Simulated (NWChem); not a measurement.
System: SiH2, triplet; SMILES of the neutral closed-shell parent [SiH2]

```xyz
3

Si     0.0000     0.0000     0.0955
H      1.2983     0.0000    -0.6682
H     -1.2983     0.0000    -0.6682
```
Atoms are numbered in this order, from 1.

Program: NWChem. Pople sets run with spherical d functions. Spin-unrestricted. Medium grid unless said otherwise, to which SCAN and Minnesota functionals are sensitive. In the optimisation the excess spin sits in a1 and b2 (C2v, its own frame). Coordinates come from a PBE-D3(BJ)/def2-SVP, spin-unrestricted optimisation. This spin state was assumed; another may lie lower. No stability test was run on the SCF state.

Q: Among these, which level gives the lowest value of “highest occupied level (eV)”?
(A) BLYP/6-31G*
(B) BHandHLYP/6-31G*
(C) TPSS/6-31G*
(D) MN15/6-31G*

A: B, BHandHLYP/6-31G*. Values: BHandHLYP/6-31G* -6.44; MN15/6-31G* -5.89; TPSS/6-31G* -4.79; BLYP/6-31G* -4.34
